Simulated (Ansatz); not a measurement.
Results of PBEsol in Ansatz (PAW) for SrMoO4 (I4₁/a, No. 88).

Run with plane-wave cutoff 500 eV, 10×10×10 k mesh, gaussian smearing 0.02 eV, no spin polarisation, scalar-relativistic PAW data made under PBE.

Cell (relaxed at this level):

```
CELL_PARAMETERS angstrom
     -2.69127     2.69127     5.94925
      2.69127    -2.69127     5.94925
      2.69127     2.69127    -5.94925
ATOMIC_POSITIONS crystal
  Sr 0.00000 0.00000 0.00000
  Sr 0.75000 0.25000 0.50000
  Mo 0.50000 0.50000 0.00000
  Mo 0.25000 0.75000 0.50000
  O  0.02813 0.43063 0.12324
  O  0.18063 0.55738 0.90250
  O  0.30738 0.90488 0.87676
  O  0.65488 0.27813 0.09750
  O  0.72187 0.81937 0.37676
  O  0.56937 0.69262 0.59750
  O  0.44262 0.34512 0.62324
  O  0.09512 0.97187 0.40250
```

Estimate the band gap that the calculation returns.


- band gap = 3.72 eV (on the SCF k mesh)

Spin–orbit coupling is not included.

Computed values are for the static lattice.

Cost on a shared machine: about 11 core-minutes (a rough figure).

Ansatz is a first-principles code.
